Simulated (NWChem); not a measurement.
# carbon tetrachloride (CCl$_{4}$) in NWChem

```xyz
5

Cl     1.4595     0.0000    -1.0320
C      0.0000     0.0000     0.0000
Cl    -1.4595     0.0000    -1.0320
Cl     0.0000    -1.4595     1.0320
Cl     0.0000     1.4595     1.0320
```
Charge 0, spin multiplicity 1.

The numbers come from NWChem runs, not from measurements. All single points use one geometry, from B3LYP/def2-SVP, a minimum by its harmonic frequencies.

Symmetry labels belong to the abelian group C2v used in the runs, with the axes of the coordinates shown; states degenerate in a higher group split over its labels.

Q: List the lowest 6 singlet excitations that CIS/def2-SVP gives, with oscillator strengths.

A: 
```
state  symmetry  energy (eV)  wavelength (nm)      f
-----  --------  -----------  ---------------  -----
1            b1         7.74              160  0.000
2            a2         7.74              160  0.000
3            b2         7.74              160  0.000
4            b2         8.35              149  0.013
5            a1         8.35              149  0.013
6            b1         8.35              149  0.013
```
